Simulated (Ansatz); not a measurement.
`C=NC(=N)OC` + H₂S → `C=NC(=N)S` + CH₃OH at 600 K and 1 bar (substitution at a C–O bond).

Calculated with Ansatz (gas phase, PBE0-D4/def2-TZVP geometries, no zero-point term in ΔE). CCSD(T)/CBS is the MP2 limit (def2-TZVPP, def2-QZVPP) plus CCSD(T) − MP2 in def2-TZVPP, frozen cores. This one scheme is used for every species. One conformer a species, not always the lowest.

| species | CCSD(T)/CBS energy (Eh) | H − E (kJ/mol) | S (J/(mol·K)) |
| --- | --- | --- | --- |
| `C=NC(=N)OC` | -302.29539 | 312.7 | 428.9 |
| H₂S | -398.97279 | 60.8 | 230.9 |
| `C=NC(=N)S` | -585.63873 | 214.4 | 399.6 |
| CH₃OH | -115.61712 | 163.6 | 277.3 |

H − E and S are ideal-gas, rigid-rotor, harmonic terms from PBE0-D4/def2-TZVP, for one conformer and one mirror image of each species. 1 Eh = 2625.50 kJ/mol, R = 8.31446 J/(mol·K).

Problem. By hand: ΔE, ΔH, ΔS and ΔG.

Solution. ΔE = (-585.63873) + (-115.61712) − (-302.29539) − (-398.97279) = 0.01233 Eh = 32.4 kJ/mol. Δ(H − E) = 214.4 + 163.6 − 312.7 − 60.8 = 4.5, so ΔH = 36.9 kJ/mol. ΔS = 399.6 + 277.3 − 428.9 − 230.9 = 17.1 J/(mol·K). ΔG = 36.9 − 600 × (17.1)/1000 = 26.6 kJ/mol.

Problem. By hand: the equilibrium constant, and the temperature at which ΔG would vanish if ΔH and ΔS stayed fixed.

Solution. log₁₀ K = −ΔG/(RT ln 10) = -2.3. ΔG = 0 at ΔH/ΔS = 2158 K, though so small a ΔS makes that figure unsure.

ΔH outweighs TΔS. A doubt of 5 kJ/mol in ΔE shifts log₁₀ K by 0.4 here. Other conformers and mirror images would add mixing entropy, several J/(mol·K) or more a flexible species. Modes under 60 cm⁻¹, often nearly free rotors, make the harmonic entropy too high. These are equilibria of isolated gas molecules and say nothing of rates. Largest T1 diagnostic: 0.015 (customary marks: 0.02 for closed shells, 0.045 for open ones).
